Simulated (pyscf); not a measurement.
Optimised with ωB97X-D3(BJ)/def2-SVP in PySCF.

Q: Estimate by transition-state theory the rate constant of F–Si•(SiH₃)–SiH₃ + methylsilane (H₃C–SiH₃) -> F–Si(SiH₃)(SiH₃)–SiH₃ + methyl (CH₃•) (doublet surface; C–Si broken, Si–Si formed) at 600 K, with ωB97M-D3(BJ)/def2-TZVP energies (ideal gas, 1 atm, RRHO with modes under 100 cm⁻¹ raised to 100, one conformer, R ln 2 for chiral ones without a mode under 150 cm⁻¹; no tunnelling).

A: The electronic barrier is 25.6 kcal/mol and the thermal terms add +20.4, so ΔG‡ = 46.0 kcal/mol. With k_BT/h = 1.25e+13 s⁻¹ and RT = 1.192 kcal/mol, and a volume of 8.18e-20 cm³ per molecule at 1 atm, k = 1.8e-23 cm³ molecule⁻¹ s⁻¹. Wigner's tunnelling factor for 497i cm⁻¹ would be 1.06. A shift of 1 kcal/mol in the barrier changes k by a factor 2.3. This is the saddle that the search found; another between the same sides may lie lower. The angle at the attacked Si is 178°.
